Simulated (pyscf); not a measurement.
Elementary routes open to H₂N–Si•(Cl)–Cl + hydrogen (H₂) in the gas phase (doublet surface):
A. H₂N–SiH(Cl)–Cl + H atom (H•) (H–H broken; H–Si formed)
B. Cl–SiH•–Cl + ammonia (NH₃) (N–Si, H–H broken; H–Si, H–N formed)

Optimised with ωB97X-D3(BJ)/def2-SVP in PySCF.

Q: Rank the routes by free-energy barrier at 1200 K, lowest first, for ωB97M-D3(BJ)/def2-TZVP energies (ideal gas, 1 atm, RRHO with modes under 100 cm⁻¹ raised to 100, one conformer, R ln 2 for rigid chiral ones).

A: A (42.9 kcal/mol), B (75.3 kcal/mol)

Route A is the fastest of these, ahead of the next by 32.4 kcal/mol. The most stable products are those of B (ΔG = +11.3 kcal/mol), whose barrier is 32.4 kcal/mol higher: the kinetic and the thermodynamic product differ. At 298 K A is still the fastest. B: On the product side the descent ends in an adduct with a N–Si contact, 8.8 kcal/mol under the separated species and 35.1 kcal/mol under the saddle at ωB97X-D3(BJ)/def2-TZVP. Only these routes are compared; each barrier is that of the saddle found, and lower ones may exist.
